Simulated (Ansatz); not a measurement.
This Ansatz (a program for electronic structure) input (PBE/aug-pcseg-2) gives -152.74742 Eh with 207 basis functions.

Ansatz 0.2 input:
```yaml
crystal:
  periodic: [false, false, false]
  atoms:
    - {symbol: C, position_ang: [-0.00606224, -0.08532816, -1.27779952]}
    - {symbol: C, position_ang: [-0.01196846, 0.00039183, -0.00961282]}
    - {symbol: H, position_ang: [0.06598111, 0.81576917, -1.88655018]}
    - {symbol: H, position_ang: [-0.09649583, -1.05817381, -1.76064226]}
    - {symbol: O, position_ang: [0.10755480, 0.07163896, 1.20502751]}
    - {symbol: H, position_ang: [-0.72173954, 0.17891092, 1.73144643]}
basis:
  gaussian:
    orbitals: aug-pcseg-2
hamiltonian:
  xc: {name: PBE}
total_charge: 1
magnetization: {spin_polarized: false}
```

Change:
```diff
- orbitals: aug-pcseg-2
+ orbitals: def2-TZVPP
```

Question: What does the run give now?

Answer: -152.74728 Eh (PBE/def2-TZVPP, 135 functions), a change of +0.14 mEh.
